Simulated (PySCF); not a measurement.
Species: C₂H₇B.
SMILES: `BCC`

Method used: MP2 and CCSD/aug-cc-pVDZ in PySCF, restricted Hartree–Fock reference, frozen core, non-relativistic, gas phase, PBE0-D3(BJ)/def2-SVP geometry.

E(HF) = -104.48316 Eh.

Q: How large is the problem?

A: 132 basis functions and 24 electrons; 3 orbitals frozen, which leaves o = 9 correlated occupied and v = 120 virtual orbitals. That is o·v = 1080 singles and o·v(o·v + 1)/2 = 583740 distinct closed-shell doubles amplitudes before symmetry; the costliest CCSD step grows as o²v⁴ = 1.7 × 10^10.

Q: What are the MP2 and CCSD correlation energies?

A: MP2 -0.3916 Eh and CCSD -0.4410 Eh, which gives totals of -104.87474 and -104.92414 Eh. That is 0.667 eV for each correlated electron at CCSD (1158 kJ/mol in all, 0.420 % of the total energy); MP2 gives 88.8 % of the CCSD value.

Q: What is the T1 diagnostic?

A: 0.0090, below the customary warning level of 0.02. It is the norm of the spatial-orbital singles amplitudes over the root of the number of correlated electrons, so the norm is 0.038.

Q: How does correlation change the dipole moment?

A: HF gives 0.56 D and CCSD (unrelaxed density) 0.62 D, a change of +0.06 D.

No triples correction and no basis-set extrapolation were made.

The job also held the EOM ionisation roots. Hardware: an Arm Neoverse V1 with one thread, no GPU, shared host. Cost: 1.7 min, 2.4 GiB resident at most.

One conformer stands for the species.
